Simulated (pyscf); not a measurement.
`[CH3][ZnH]` + `[CH3][OH]` → `[CH3][CH3]` + `[OH][ZnH]`, a four-centre exchange (singlet surface; C–Zn, C–O broken, C–C, O–Zn formed). PySCF, gas phase, ωB97X-D3(BJ)/def2-SVP geometries. Energies in eV from the separated reactants.

Small-basis levels: PySCF, no dispersion term, spherical d functions. 

In single points HF/6-31G*+LANL2DZ puts the saddle at 3.98 eV and the reaction energy at -1.23 eV. Should these be trusted to within a few kcal/mol? Compare with ωB97M-D3(BJ)/def2-TZVP.

ωB97M-D3(BJ)/def2-TZVP gives ΔE‡ = 3.12 eV and ΔE = -1.18 eV. HF/6-31G*+LANL2DZ lies 0.86 eV over it in the barrier and 0.05 eV under it in the reaction energy, so on this step it does not hold to within 0.13 eV. ωB97M-D3(BJ)/def2-TZVP has limits of its own. On the reactant side the descent ends in an adduct with a O–Zn contact (not fully relaxed), 0.39 eV under the separated species and 3.54 eV under the saddle at ωB97X-D3(BJ)/def2-TZVP. What is counted as formed (O–Zn) is already present as a longer contact in the reactant adduct; forming that adduct is a step of its own. The same reactants have a lower exit, to H₃C–O–Zn–CH₃ + H₂ (barrier +0.76 eV at ωB97M-D3(BJ)/def2-TZVP, against +3.12 eV here). This is the saddle that the search found; another between the same sides may lie lower. In the def2 sets elements up to Kr have no core potential.
